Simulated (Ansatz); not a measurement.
Z-matrix (Å, degrees):
```
C
F 1 1.379
N 1 1.409 2 116.2
H 1 1.095 2 107.5 3 -121.3
H 1 1.095 2 107.5 3 121.3
C 3 1.239 1 128.4 2 -0.0
F 6 1.335 3 126.7 1 0.0
H 6 1.087 3 122.5 1 -180.0
```

The species carries charge 0 and has multiplicity 1.

**Question.** List the r2SCAN/def2-TZVPP orbital energies in eV (the Gaussian-basis code of Ansatz). (Estimate.)

**Answer.** The calculation gave: Occupied: -667.07, -666.03, -385.87, -276.64, -276.19, -32.87, -31.66, -24.96, -19.29, -16.09, -14.26, -13.69, -13.18, -12.43, -12.02, -10.44, -9.31, -9.14, -7.68, -7.54. Lowest empty: -1.11, 1.57, 2.18, 2.54, 3.00, 3.42, 3.79, 5.58.
